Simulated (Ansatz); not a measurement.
# SiNF+ (quartet): the correlation ladder, def2-QZVPP

An exercise on one series of results from a longer session: the logs are not shown, and one member is left open.

Program: Ansatz 0.2.0, Gaussian basis. Level of theory: def2-QZVPP, core rule «outside noble gas», up to 7 orbitals frozen. These are calculated values, not measurements.

The runs, in order: UHF; ROHF; CCSD(T) on UHF.

2 further runs of the same task are left out: 2 set aside as unsound or not needed.

## What is computed

The geometry is a PBE0/def2-TZVP stationary point (not a proven minimum) of the parent state, kept for this charge and spin.

3 atoms, charge 1, spin multiplicity 4.

Atoms are counted from 1 here; the program's logs count them from 0.

Bond lengths: F1–Si3 1.593 Å, N2–Si3 1.670 Å. Angles: F1–Si3–N2 114.3°.

The first run:

in.yaml reads:

```yaml
crystal:
  periodic: [false, false, false]
  atoms:
    - {symbol: F, position_ang: [0.000000, 0.363379, 1.250957]}
    - {symbol: N, position_ang: [0.000000, 0.458595, -1.488424]}
    - {symbol: Si, position_ang: [0.000000, -0.474516, -0.103907]}
basis:
  gaussian: {orbitals: "def2-QZVPP.json"}
total_charge: 1
magnetization: {spin_polarized: true, initial_magnetization: 3}
hamiltonian: {xc: hf}
output: {orbitals: {seedname: orbitals}}
```

Started as:

```
ansatz run in.yaml --threads 1 --pin off --events-out ev --progress --plain --max-ram 2393MiB
```

Among the steps run: UHF; ROHF; CCSD(T) on UHF.

One of the session's tables, all rows but one given; the rest of the session is left out.

```
  method  from UCCSD(T) (kJ/mol)
    ROHF                 +1371.1
     UHF                       ?
    UMP2                   +97.0
   UCCSD                   +50.5
UCCSD(T)                       0
```

Estimate the missing values for UHF.

As computed: from UCCSD(T) (kJ/mol): +1348.9. In the column «from UCCSD(T) (kJ/mol)» it lies between UMP2 (+97.0) and ROHF (+1371.1).
